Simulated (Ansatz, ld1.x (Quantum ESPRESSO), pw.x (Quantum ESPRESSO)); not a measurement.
fluorine (F): one change to the ultrasoft potential, in the atom and in the bcc crystal

F (Z = 9), ultrasoft, made with ld1.x (Quantum ESPRESSO) 7.5 (PBEsol, scalar-relativistic). Core [He], reference 2s2 2p5. Waves: 2s (bound): rcut 0.50, rcutus 0.70 bohr; 2s channel at 0.35 Ry: rcut 0.50, rcutus 0.70 bohr; 2p (bound): rcut 1.55, rcutus 2.00 bohr; 2p channel at 2.95 Ry: rcut 1.55, rcutus 2.00 bohr; 3d channel at 0.1 Ry: rcut 1.45, rcutus 1.70 bohr; 3d channel at 2.7 Ry: rcut 1.45, rcutus 1.70 bohr. Local part: all-electron potential smoothed inside 1.70 bohr (lloc = -2). Core correction: Bessel-smoothed model core inside 0.70 bohr. Augmentation charge: PSQ, inside the norm-conserving radii.

Change: all radii but the core radius scaled by about 1.23 (s 0.86, p 2.46, d 2.10 bohr, rcut 0.62/1.92/1.80); local potential all-electron potential smoothed inside 2.10 bohr (lloc = -2).

Cutoffs, loose and tight: the cutoffs (Ry, on a coarse ladder) from which the occupation-weighted sum of valence levels, in a spherical-Bessel basis at the reference potential, stays within 10 and 1 mRy of its value at 400 Ry. They do not see the model core or the augmentation charge, which bear on the density cutoff. Test errors are all-electron minus pseudo excitation energies from the reference, over the configurations 2s2 2p4; 2s2 2p3; 2s2 2p2; 2s1 2p6; 2s1 2p5; 2s2 2p4.5; 2s2 2p5.3; variants that change the core or the reference have their own tests.

Crystal test: bcc F in pw.x 7.5, no spin, 17³ k-points, Fermi–Dirac smearing 0.01 Ry, cutoffs set for each file from its atomic test. The reference is all-electron LAPW (Ansatz 0.2.0) with the same functional, mesh and smearing; V0 and B0 come from Birch–Murnaghan fits to the pressures at five volumes. Errors are pseudo minus all-electron; Δ is the rms difference of the E(V) curves that follow from these fits, minima aligned, over ±6 % about the mean V0. Mesh and smearing are coarse, so the numbers serve the comparison and aren't converged zero-temperature values; the lattice is a test structure that the element need not adopt.

All-electron: a0 = 2.651 Å (V0 = 9.31 Å³/atom), B0 = 66.5 GPa.

Does the change bring the crystal closer to the all-electron result?

The mean pressure error goes from +2.48 to +19.60 GPa, so the change moves the solid further from the all-electron pressures.

```csv
quantity,base,changed
outcome (atom),generated,generated
"cutoff, loose (atom)",60 Ry,30 Ry
"cutoff, tight (atom)",90 Ry,55 Ry
bound ghosts (atom),none,none
largest test error (meV) (atom),+593,+451 over the solved tests; 2 of 7 tests not solved or not reliable
cutoffs in pw.x (Ry),110/900,70/900
a0 (Å),2.682,–
a0 error (%),+1.17,–
B0 error (%),-2.9,–
Δ (meV/atom),4.8,–
mean pressure error (GPa),+2.48,+19.60
```

A dash: not determined, or the minimum lies outside the volumes sampled.

Base: This is a poor potential for the solid. Changed file: The largest radius (2.46 bohr) exceeds half the bond length (2.17 bohr), so the spheres overlap, which is one possible source of error among others. This is a poor potential for the solid. Atomic configuration tests: 2 of 7 tests not solved or not reliable. The atomic cutoffs weigh occupied waves only.
